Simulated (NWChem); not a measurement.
**S2F2 (Difluorodisulfane) at B3LYP/6-31G(d) (Cartesian functions)**

What is the energy change on altering one bond length of S2F2 (Difluorodisulfane) at B3LYP/6-31G* (Cartesian functions)? 

Program for the calculation: NWChem 7.3.0.

3 further runs of the same task are left out: 3 that didn't finish. Runs told in other sessions of the task aren't counted.

## (1) The system as given

The species is S2F2 (4 atoms), meant as a singlet with charge 0. SMILES: `FSSF`. Geometry: relaxed at PBE0-D4/def2-TZVP.

Bond lengths: F1–S2 1.631 Å, S2–S3 1.890 Å, S3–F4 1.631 Å. Angles: F1–S2–S3 108.6°, S2–S3–F4 108.6°.

## (2) Energy and forces at B3LYP/6-31G(d) (Cartesian functions)

The input, calc.nw:

```
start calc
title "Difluorodisulfane"
memory stack 880 mb heap 220 mb global 1100 mb
geometry units angstroms noautosym nocenter noautoz
F    -1.783750   -0.199930   -0.621590
S    -0.467670    0.764150   -0.632370
S     1.044990   -0.276390   -0.184720
F     1.206410   -0.287820    1.438680
end
basis cartesian
F library 6-31G*
S library 6-31G*
end
dft
xc b3lyp
mult 1
grid xfine
convergence energy 1e-08
maxiter 100
mulliken
end
task dft gradient
```

Launch:

```
$ nwchem calc.nw > calc.out
```

Log:

```text
[...]
          Wavefunction type:  closed shell.
          No. of atoms     :     4
          No. of electrons :    50
[...]
          Charge           :     0
          Spin multiplicity:     1
[...]
          AO basis - number of functions:    68
[...]
              XC Information
              --------------
                         B3LYP Method XC Potential
                     Hartree-Fock (Exact) Exchange  0.200
                        Slater Exchange Functional  0.800 local
                    Becke 1988 Exchange Functional  0.720 non-local
              Lee-Yang-Parr Correlation Functional  0.810
                  VWN I RPA Correlation Functional  0.190 local
[...]
 d= 0,ls=0.0,diis     1   -995.8883709539 -1.23D+03  2.77D-02  1.05D+00     1.1
[...]
 d= 0,ls=0.0,diis     8   -995.9992687980  4.46D-09  4.30D-06  1.83D-07     6.9
         Total DFT energy =     -995.999268798048
      One electron energy =    -1836.149914371437
           Coulomb energy =      682.404714558095
    Exchange-Corr. energy =      -72.382404767293
 Nuclear repulsion energy =      230.128335782588
[...]
      Total Density - Mulliken Population Analysis
     ---------------------------------------------
    Atom       Charge   Shell Charges
 -----------   ------   -------------------------------------------------------
    1 F    9     9.34   1.99  0.95  3.28  0.97  2.08  0.06
    2 S   16    15.66   2.00  1.99  5.97  1.48  2.82  0.47  0.83  0.10
    3 S   16    15.66   2.00  1.99  5.97  1.48  2.82  0.47  0.83  0.10
    4 F    9     9.34   1.99  0.95  3.28  0.97  2.08  0.06
[...]
  wavefunction    = closed shell
                         DFT ENERGY GRADIENTS
    atom               coordinates                        gradient
                 x          y          z           x          y          z
   1 F      -3.370799  -0.377813  -1.174635    0.014896   0.010697   0.000448
   2 S      -0.883768   1.444034  -1.195006    0.007637  -0.026038   0.006316
   3 S       1.974745  -0.522301  -0.349070   -0.020174   0.015446   0.011431
   4 F       2.279784  -0.543901   2.718711   -0.002359  -0.000104  -0.018194
[...]
```

It took 9.3 s on 1 thread of Intel Xeon 6975P-C (Granite Rapids), shared host; peak memory 0.13 GiB.

## (3) The distorted shape: a single-point energy at B3LYP/6-31G(d) (Cartesian functions)

The input, test.nw:

```
start test
memory stack 880 mb heap 220 mb global 1100 mb
geometry units angstroms noautosym nocenter noautoz
  F    -1.912886   -0.190786   -1.920308
  S    -0.596806    0.773294   -1.931088
  S     0.915854   -0.267246   -1.483438
  F     1.206410   -0.287820    1.438680
end
basis cartesian
  * library 6-31G*
end
dft
  xc b3lyp
  grid xfine
  convergence energy 1e-08
  maxiter 100
  mulliken
end
task dft energy
```

Launch:

```
$ nwchem test.nw > test.out
```

Log:

```text
[...]
          Wavefunction type:  closed shell.
          No. of atoms     :     4
          No. of electrons :    50
[...]
          Charge           :     0
          Spin multiplicity:     1
[...]
          AO basis - number of functions:    68
[...]
              XC Information
              --------------
                         B3LYP Method XC Potential
                     Hartree-Fock (Exact) Exchange  0.200
                        Slater Exchange Functional  0.800 local
                    Becke 1988 Exchange Functional  0.720 non-local
              Lee-Yang-Parr Correlation Functional  0.810
                  VWN I RPA Correlation Functional  0.190 local
[...]
 d= 0,ls=0.0,diis     1   -995.5302202630 -1.20D+03  1.10D-01  2.14D+00     0.9
[...]
 d= 0,ls=0.0,diis    31   -995.8870817142 -5.87D-11  1.97D-07  1.20D-11    23.6
         Total DFT energy =     -995.887081714220
      One electron energy =    -1774.703686267511
           Coulomb energy =      651.504704499038
    Exchange-Corr. energy =      -72.203447790290
 Nuclear repulsion energy =      199.515347844543
[...]
      Total Density - Mulliken Population Analysis
     ---------------------------------------------
    Atom       Charge   Shell Charges
 -----------   ------   -------------------------------------------------------
    1 F    9     9.30   1.99  0.96  3.27  0.96  2.05  0.06
    2 S   16    15.48   2.00  1.99  5.97  1.52  2.73  0.44  0.73  0.11
    3 S   16    15.89   2.00  1.99  5.97  1.52  2.85  0.51  1.05  0.01
    4 F    9     9.34   1.99  0.95  3.21  1.04  2.13  0.01
[...]
```

Run time: 24 s. Hardware: 1 thread of Intel Xeon 6975P-C (Granite Rapids), shared host; peak memory 0.13 GiB.

## (4) Results

Level: B3LYP/6-31G* (Cartesian functions).

| quantity | value |
| --- | --- |
| first shape: total energy | -995.99927 Eh |
| first shape: dipole moment | 1.39 D |
| first shape: HOMO energy | -7.91 eV |
| first shape: LUMO energy | -1.42 eV |
| first shape: HOMO–LUMO gap | 6.50 eV |
| first shape: largest force on an atom | 1.433 eV/Å |
| distorted shape: total energy | -995.88708 Eh |
| distorted shape: dipole moment | 5.54 D |
| distorted shape: HOMO energy | -7.66 eV |
| distorted shape: LUMO energy | -5.70 eV |
| distorted shape: HOMO–LUMO gap | 1.96 eV |
| energy change with the S3–F4 bond stretched from 1.631 to 2.937 Å | 3.053 eV |

What this shows: One bond (distorted shape) is far stretched, which a spin-restricted single reference describes badly; a broken-symmetry solution may lie lower. With the S3–F4 bond stretched from 1.631 to 2.937 Å the energy rises by 3.05 eV (295 kJ/mol). The first shape isn't relaxed at this level, so the change isn't measured from a minimum. A restricted reference can't describe the breaking bond well at this length. The largest force (first shape) is 1.43 eV/Å: the shape isn't a stationary point for this species at this level. Mulliken charges (first shape) run from -0.34 on F1 to +0.34 on S2.
